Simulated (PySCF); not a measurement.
# N-methylisobutylamine (SMILES CNCC(C)C)

Geometry:
```tsv
atom	x (Å)	y (Å)	z (Å)
C1	2.797	-0.297	0.431
N2	1.456	-0.624	0.021
C3	0.548	0.497	0.014
C4	-0.870	0.092	-0.385
C5	-1.770	1.316	-0.488
C6	-1.440	-0.950	0.569
H7	2.794	0.045	1.479
H8	3.437	-1.191	0.384
H9	3.284	0.503	-0.170
H10	1.465	-1.060	-0.899
H11	0.522	0.925	1.034
H12	0.888	1.325	-0.650
H13	-0.805	-0.365	-1.392
H14	-2.783	1.039	-0.818
H15	-1.866	1.815	0.490
H16	-1.373	2.054	-1.202
H17	-1.580	-0.517	1.574
H18	-2.419	-1.318	0.225
H19	-0.753	-1.802	0.669
```

The calculation used quadratic response CAM-B3LYP/aug-cc-pVDZ first hyperpolarisability, Taylor convention, gas phase in PySCF 2.14.0. Geometry: PBE0-D3(BJ)/def2-SVP.

Q: Give the tensor of the second harmonic β(−2ω;ω,ω) at 1907 nm in the axes of these coordinates.

A: In au, Taylor convention; rows are the first index (the induced dipole):
```tsv
	xx	yy	zz	xy	xz	yz
x	-47.8	-16.4	-1.3	-47.0	+16.1	+11.6
y	-47.5	-97.5	-39.5	-16.5	+11.7	+36.8
z	+16.4	+36.6	-32.7	+11.7	-1.4	-39.4
```
Norm of βᵢ = ⅓ Σⱼ (βᵢⱼⱼ + βⱼᵢⱼ + βⱼⱼᵢ): 196.6 au, hyper-Rayleigh value 76.6 au.
